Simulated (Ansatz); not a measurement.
We consider hcp Ti, described by LDA (PAW; Ansatz, a program for electronic structure).

Settings: plane-wave cutoff 520 eV, 16×16×10 k mesh (along the axes of the cell as run), Fermi–Dirac smearing 0.1 eV, perturbation theory, force constants from a 4×4×2 q mesh, no spin polarisation, scalar-relativistic PAW data made under PBE.

### Question
What does this level give for the zero-point energy?

### Answer

- zero-point energy: 0.033 eV/atom
